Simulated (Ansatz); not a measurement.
`N=C1C=CS1`. Total charge 0; spin multiplicity 1.

```xyz
8

N    -1.616    1.002    0.446
C    -0.608    0.292    0.270
C     0.439    0.250   -0.756
C     1.144   -0.768   -0.244
S     0.168   -1.125    1.193
H    -2.143    0.760    1.282
H     0.570    0.864   -1.635
H     2.046   -1.276   -0.555
```

(1) What are the harmonic wavenumbers in cm⁻¹ at PBE0-D4/def2-TZVP (Ansatz, finite differences of forces, unscaled)? (Estimate.)

(2) Is this a minimum?

(3) Give the ideal-gas thermochemistry at 298.15 K and 1 bar (rigid rotor, harmonic oscillator; point group Cs, symmetry number 1).

Answers

(1) The calculation gave: 246, 353, 559, 618, 648, 755, 803, 863, 933, 982, 1065, 1167, 1295, 1589, 1806, 3238, 3265, 3522.

(2) Yes, all 18 modes are real.

(3) Zero-point energy 141.8 kJ/mol; H(298) − E = 156.2 kJ/mol; entropy 293.1 J/(mol·K), of which translation 164.3, rotation 106.9, vibration 21.8; G(298) − E = 68.8 kJ/mol.
